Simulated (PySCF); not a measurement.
## ORD: `CC(F)=C=CF`, C₄H₄F₂

Geometry:
| atom | x (Å) | y (Å) | z (Å) |
| --- | --- | --- | --- |
| C1 | -1.380 | -0.194 | 0.827 |
| C2 | -0.573 | 0.246 | -0.346 |
| F3 | -1.322 | 0.805 | -1.328 |
| C4 | 0.719 | 0.168 | -0.477 |
| C5 | 2.005 | 0.071 | -0.604 |
| F6 | 2.606 | -1.010 | -1.134 |
| H7 | -0.739 | -0.632 | 1.584 |
| H8 | -2.118 | -0.927 | 0.503 |
| H9 | -1.913 | 0.660 | 1.244 |
| H10 | 2.725 | 0.817 | -0.293 |

Level of theory: TDDFT CAM-B3LYP/def2-SVPD circular dichroism and optical rotation, one conformer, gas phase in PySCF 2.14.0. Geometry: GFN2-xTB.

States above about 9.3 eV lie in this functional's continuum (it starts at minus the energy of the highest occupied orbital, well below the true ionisation energy for most functionals) and depend on the basis. No stereocentre is labelled: unless the shape is locked (an allene, a helicene, a hindered biaryl), the mirror image is equally populated and a measured rotation or CD is zero.

Problem. What is the specific rotation at 633, 589.3, 546, 436, 405, 365, 355 nm?

Solution. [α] in deg dm⁻¹ (g/mL)⁻¹:
| λ (nm) | origin-invariant length gauge | modified velocity gauge | length gauge (centre of mass) | isotropic polarisability (au) |
| --- | --- | --- | --- | --- |
| 633 | +28.6 | +16.4 | +32.0 | 55.3 |
| 589.3 | +33.6 | +19.3 | +37.6 | 55.6 |
| 546 | +40.2 | +23.0 | +44.9 | 55.9 |
| 436 | +70.0 | +39.6 | +77.7 | 57.4 |
| 405 | +85.0 | +47.9 | +94.2 | 58.0 |
| 365 | +113.6 | +63.2 | +125.3 | 59.2 |
| 355 | +123.2 | +68.2 | +135.8 | 59.6 |

Problem. And for the mirror image at 589.3 nm?

Solution. -33.6 deg dm⁻¹ (g/mL)⁻¹ (origin-invariant length gauge): the same size and the opposite sign.

Problem. What is the molar rotation [Φ] = [α]·M/100 of the geometry above at 589.3 nm?

Solution. With M = 90.07 g/mol, +30.3 deg cm² dmol⁻¹ (origin-invariant length gauge).

The first excitation lies at 5.67 eV (219 nm) with R = -1.5 × 10⁻⁴⁰ esu² cm² (velocity form).
